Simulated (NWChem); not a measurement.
Everything below was run with NWChem. System: CH, charge 1, spin multiplicity 1, displaced from the optimised geometry. The structure started from a generated list of species. Level: PBE/cc-pVDZ, spin-restricted.

Part of the output:

```
             Northwest Computational Chemistry Package (NWChem) 7.3.0
             --------------------------------------------------------

                                NWChem Input Module
                                -------------------

 Scaling coordinates for geometry "geometry" by  1.889725989
 (inverse scale =  0.529177249)

                             Geometry "geometry" -> ""
                             -------------------------

 Output coordinates in angstroms (scale by  1.889725989 to convert to a.u.)

  No.       Tag          Charge          X              Y              Z
 ---- ---------------- ---------- -------------- -------------- --------------
    1 C                    6.0000     0.00000000     0.00000000     0.07211200
    2 H                    1.0000     0.00000000     0.00000000    -0.98334800

 Effective nuclear repulsion energy (a.u.)       3.0082272128

            Nuclear Dipole moment (a.u.)
            ----------------------------
        X                 Y               Z
 ---------------- ---------------- ----------------
     0.0000000000     0.0000000000    -1.0406267485


 Summary of "ao basis" -> "" (spherical)
 ------------------------------------------------------------------------------
       Tag                 Description            Shells   Functions and Types
 ---------------- ------------------------------  ------  ---------------------
 *                          cc-pvdz                   on all atoms

  pbe96 is a nonlocal functional; adding pw91lda local functional.

                                 NWChem DFT Module
                                 -----------------

 Summary of "ao basis" -> "ao basis" (spherical)
 ------------------------------------------------------------------------------
       Tag                 Description            Shells   Functions and Types
 ---------------- ------------------------------  ------  ---------------------
 C                          cc-pvdz                  6       14   3s2p1d
 H                          cc-pvdz                  3        5   2s1p

 Summary of "ao basis" -> "ao basis" (spherical)
 ------------------------------------------------------------------------------
       Tag                 Description            Shells   Functions and Types
 ---------------- ------------------------------  ------  ---------------------
 C                          cc-pvdz                  6       14   3s2p1d
 H                          cc-pvdz                  3        5   2s1p
[...]
         Total DFT energy =      -38.010418276396
      One electron energy =      -53.820186765133
           Coulomb energy =       18.037842924455
    Exchange-Corr. energy =       -5.236301648495
 Nuclear repulsion energy =        3.008227212778

 Numeric. integr. density =        5.999999713514

     Total iterative time =      0.1s

                       DFT Final Molecular Orbital Analysis
                       ------------------------------------

 Vector    1  Occ=2.000000D+00  E=-1.052875D+01
              MO Center= -3.2D-14, -3.2D-14,  7.2D-02, r^2= 2.8D-02
   Bfn.  Coefficient  Atom+Function         Bfn.  Coefficient  Atom+Function
  ----- ------------  ---------------      ----- ------------  ---------------
     1      1.005365  1 C  s

 Vector    2  Occ=2.000000D+00  E=-1.018983D+00
              MO Center= -9.0D-12, -8.9D-12, -3.7D-01, r^2= 6.4D-01
   Bfn.  Coefficient  Atom+Function         Bfn.  Coefficient  Atom+Function
  ----- ------------  ---------------      ----- ------------  ---------------
     2      0.479580  1 C  s                  3      0.327206  1 C  s
    15      0.314775  2 H  s                  6     -0.209955  1 C  pz
     9     -0.043263  1 C  pz                19      0.037350  2 H  pz

 Vector    3  Occ=2.000000D+00  E=-6.768748D-01
              MO Center= -2.2D-11, -2.2D-11,  2.1D-01, r^2= 9.0D-01
   Bfn.  Coefficient  Atom+Function         Bfn.  Coefficient  Atom+Function
  ----- ------------  ---------------      ----- ------------  ---------------
     6      0.560670  1 C  pz                 3      0.388541  1 C  s
     2      0.296505  1 C  s                 15     -0.295598  2 H  s
     9      0.182667  1 C  pz                16     -0.095735  2 H  s
    12     -0.047551  1 C  d  0

 Vector    4  Occ=0.000000D+00  E=-5.971500D-01
              MO Center= -2.7D-12, -1.9D-12,  3.7D-02, r^2= 8.6D-01
   Bfn.  Coefficient  Atom+Function         Bfn.  Coefficient  Atom+Function
  ----- ------------  ---------------      ----- ------------  ---------------
     5     -0.537958  1 C  py                 4      0.519006  1 C  px
     8     -0.261937  1 C  py                 7      0.252710  1 C  px

 Vector    5  Occ=0.000000D+00  E=-5.971500D-01
              MO Center=  2.7D-11,  2.6D-11,  3.7D-02, r^2= 8.6D-01
   Bfn.  Coefficient  Atom+Function         Bfn.  Coefficient  Atom+Function
  ----- ------------  ---------------      ----- ------------  ---------------
     4      0.537958  1 C  px                 5      0.519006  1 C  py
     7      0.261937  1 C  px                 8      0.252710  1 C  py

 Vector    6  Occ=0.000000D+00  E=-2.171105D-01
              MO Center= -3.8D-12, -3.8D-12, -1.2D+00, r^2= 2.0D+00
   Bfn.  Coefficient  Atom+Function         Bfn.  Coefficient  Atom+Function
  ----- ------------  ---------------      ----- ------------  ---------------
    16      1.717525  2 H  s                  3     -1.044761  1 C  s
     9      0.641956  1 C  pz                 6      0.435208  1 C  pz
    15      0.274046  2 H  s                  2     -0.255609  1 C  s
    19     -0.038941  2 H  pz                 1     -0.036906  1 C  s

 center of mass
 --------------
 x =   0.00000000 y =   0.00000000 z =  -0.01826102

 moments of inertia (a.u.)
 ------------------
           3.698647282431           0.000000000000           0.000000000000
           0.000000000000           3.698647282431           0.000000000000
           0.000000000000           0.000000000000           0.000000000000

     Multipole analysis of the density
     ---------------------------------

     L   x y z        total         alpha         beta         nuclear
     -   - - -        -----         -----         ----         -------
     0   0 0 0      1.000000     -3.000000     -3.000000      7.000000

     1   1 0 0      0.000000      0.000000      0.000000      0.000000
     1   0 1 0      0.000000      0.000000      0.000000      0.000000
     1   0 0 1     -0.708595      0.166016      0.166016     -1.040627

     2   2 0 0     -2.851681     -1.425840     -1.425840      0.000000
     2   1 1 0      0.000000      0.000000      0.000000      0.000000
     2   1 0 1      0.000000      0.000000      0.000000      0.000000
     2   0 2 0     -2.851681     -1.425840     -1.425840      0.000000
     2   0 1 1      0.000000      0.000000      0.000000      0.000000
     2   0 0 2     -3.251112     -3.407828     -3.407828      3.564544

 Task  times  cpu:        0.2s     wall:        0.2s

 Total times  cpu:        0.2s     wall:        0.2s
```

### Question
Write an NWChem input that would produce this output.

### Answer
Several could match; the one computed here: 
```
start mol
memory heap 200 mb stack 900 mb global 1100 mb
charge 1
geometry units angstroms nocenter noautoz noautosym
  C      0.000000     0.000000     0.072112
  H      0.000000     0.000000    -0.983348
end
basis spherical
  * library cc-pvdz
end
dft
  xc xpbe96 cpbe96
  semidirect memsize 60000000 filesize 0
  iterations 100
end
task dft energy
```
